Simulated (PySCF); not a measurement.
# Working out the ionisation energy of Si

Si [Ne] 3s2 3p2 (3P) → Si⁺ [Ne] 3s2 3p1 (2P). Computed with PySCF 2.14 in aug-cc-pCVTZ-DK with one added diffuse shell each of s, p, d, f type (9s8p6d4f, 91 functions), with scalar relativity by spin-free X2C-1e. Frozen: nothing. Energies in hartree (1 hartree = 27.21139 eV):

| part | Si (lower) | Si⁺ (upper) |
| --- | --- | --- |
| UHF | -289.459298 | -289.179024 |
| CCSD correlation | -0.395584 | -0.379427 |
| (T) | -0.005447 | -0.004112 |

Q: What does Hartree-Fock give?

A: (-289.179024) − (-289.459298) = 0.280274 hartree = 7.627 eV.

Q: What do CCSD and CCSD(T) give?

A: The CCSD correlation energies differ by 0.016157 hartree = 0.440 eV and the triples by 0.001335 hartree = 0.036 eV, so CCSD gives 8.067 eV and CCSD(T) 8.103 eV.

Measured between the centres of the two terms (NIST): 8.157 eV, so CCSD(T) (all electrons) is off by -0.054 eV.

What remains against the reference includes basis incompleteness and higher excitations.
